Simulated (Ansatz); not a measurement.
## H2Ge–N, quartet: the ladder up to UCCSDT(Q)

Geometry: a point of a stretch scan, not a stationary point.

```tsv
atom	x (Å)	y (Å)	z (Å)
Ge	-0.0310	0.0000	0.2306
N	0.0533	0.0000	-1.2981
H	0.7460	-1.2582	0.7099
H	0.7460	1.2582	0.7099
```

Basis cc-pVDZ; Ansatz 0.2.0. Only valence electrons are correlated (noble-gas cores and the filled d shells of p-block atoms frozen), which leaves 11 electrons in 36 orbitals. Prefix R: restricted or restricted open-shell reference; prefix U: unrestricted. Active spaces: valence = (11e, 10o) chosen from the atoms' valence shells. No spin–orbit coupling is included, and no scalar relativity.

Full CI isn't at hand for all of this; UCCSDT(Q) serves as the reference, and is uncertain by about the last step of the cluster series. The frozen core follows each run's orbitals, which can shift R against U totals by a few meV for light atoms and by up to 0.1 eV past Ca.

```
UHF ⟨S²⟩                          : 3.769
T1 diagnostic (RCCSD)             : 0.0453
largest doubles amplitude (RCCSD) : 0.041
T1 diagnostic (UCCSD)             : 0.0381
```

From what is known of these methods and the diagnostics, rank them by the size of their error in total energy against UCCSDT(Q) in cc-pVDZ, smallest first (an estimate: the text doesn't fix the numbers).
A. UCCSD(T)
B. UHF
C. UCCSDT
D. UMP2
E. UCCSD

C (0.8 kJ/mol), A (4.0 kJ/mol), E (16.6 kJ/mol), D (112.8 kJ/mol), B (566.4 kJ/mol).

All errors are against UCCSDT(Q) in cc-pVDZ. Within each family the higher level lies nearer, as is usual though not guaranteed.

Natural occupations of CASSCF (valence space) about the gap: 1.985 1.974 1.968 1.005 1.003 0.999 0.027 0.025 0.019; effectively unpaired electrons, Σ n²(2−n)², 3.01.
